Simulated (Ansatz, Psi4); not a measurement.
Worked example: the enthalpy of formation of CHCl2F (dichlorofluoromethane)

CHCl2F: 5 atoms, total charge 0, spin state singlet. As SMILES, `FC(Cl)Cl`. The coordinates come from a PBE0-D4/def2-TZVP relaxation.

Total energies at BHLYP/def2-SVPD (Psi4 1.11); the atoms run unrestricted:

| species | state | energy (Eh) |
| --- | --- | --- |
| CHCl2F | singlet | -1058.498704 |
| F | doublet | -99.625998 |
| C | triplet | -37.802760 |
| Cl | doublet | -460.005840 |
| H | doublet | -0.497840 |

Harmonic wavenumbers at PBE0-D4/def2-TZVP, in cm⁻¹: 276, 370, 464, 747, 811, 1121, 1256, 1335, 3154.

Measured heats of formation of the gaseous atoms at 298.15 K, in kJ/mol: F 79.4, C 716.9, Cl 121.3, H 218.0. Spin-orbit lowering of the atoms at 298 K (mean of the ground term's levels less their thermal mean, from spectra), in kJ/mol: F 1.29, C 0.02, Cl 3.44. Take 1 Eh = 2625.50 kJ/mol, 1 cm⁻¹ = 0.0119627 kJ/mol, RT = 2.479 kJ/mol.

Question: Work out the heat of formation of the gas at 298 K.

Answer: 
1. Electronic atomisation energy: (-99.625998) + (-37.802760) + 2 × (-460.005840) + (-0.497840) − (-1058.498704) = 0.560426 Eh = 1471.4 kJ/mol.
2. Zero-point energy: half the sum of the wavenumbers, 4767 cm⁻¹ = 57.0 kJ/mol.
3. Thermal vibrational enthalpy, Σ hcν̃/(exp(hcν̃/kT) − 1): 3.3 kJ/mol. Translation, rotation and pV of a non-linear molecule: 4 RT = 9.9 kJ/mol.
4. The 5 free atoms carry 5/2 RT each: 31.0 kJ/mol.
5. Spin-orbit coupling lowers the free atoms by 1.29 + 0.02 + 2 × 3.44 = 8.2 kJ/mol.
6. Atomisation enthalpy at 298 K: 1471.4 − 8.2 − 57.0 − 3.3 − 9.9 + 31.0 = 1424.0 kJ/mol.
7. Sum of the atoms' heats of formation: 1256.9 kJ/mol. Heat of formation: 1256.9 − 1424.0 = -167.1 kJ/mol.

The tabulated value is -284.5 kJ/mol (Active Thermochemical Tables), so this level is off by +117.4 kJ/mol, or 7.6 % of the atomisation enthalpy that the table implies (1541.3 kJ/mol). Hybrids with much exact exchange underbind. Anharmonicity and any spin-orbit splitting of the molecule are left out.
